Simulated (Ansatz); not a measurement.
Input for Ansatz (development build ahead of 0.2.0):

```yaml
crystal:
  periodic: [false, false, false]
  atoms:
    - { symbol: Si, position_ang: [0.0, 0.0, 0.0] }
    - { symbol: C, position_ang: [0.0, 0.0, 5.236] }
basis:
  gaussian: { orbitals: pcseg-2 }
magnetization:
  spin_polarized: true
  initial_magnetization: 2
hamiltonian:
  xc: hf
```

The input is written out in the form of the current development build from the run's settings.

Results

```json
{
 "Converged": "yes",
 "Total energy": "-326.52435 hartree",
 "Spin squared of the determinant": "3.033",
 "Stability test": "minimum"
}
```

Caution: the unrestricted determinant is a mixture of spin states.
